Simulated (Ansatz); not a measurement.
C$_{3}$H$_{2}$ClF (`C=C=C(F)Cl`), relaxed with RKS PBE0-D4/def2-TZVP in the Gaussian-basis code of Ansatz from a PBE-D4/def2-SVP geometry. The force threshold is 0.005 eV/Å; the program also tests the step.

The species carries charge 0 and has multiplicity 1.

Start:

```xyz
7

C     0.694    0.716    0.976
C     0.079    0.005    0.054
C    -0.547   -0.698   -0.868
F    -0.065   -1.830   -1.400
Cl   -2.091   -0.254   -1.526
H     1.395    1.529    0.710
H     0.535    0.531    2.054
```

Problem. How much energy does the relaxation release, and in how many steps? (Estimate.)

Solution. The calculation gave: 5.07 kJ/mol, in 5 steps, 1 of them rejected.

Problem. Which bonds change most? (Estimate.)

Solution. The calculation gave: C3–Cl5 from 1.737 to 1.710 Å; C2–C3 from 1.318 to 1.297 Å; C1–H6 from 1.106 to 1.087 Å; C1–H7 from 1.106 to 1.087 Å.

Problem. Give the relaxed structure. (An estimate is asked.)

Solution. Ansatz gave: 
```xyz
7

C     0.686    0.707    0.964
C     0.078    0.007    0.055
C    -0.544   -0.680   -0.853
F    -0.059   -1.803   -1.376
Cl   -2.065   -0.254   -1.509
H     1.376    1.503    0.697
H     0.528    0.520    2.022
```
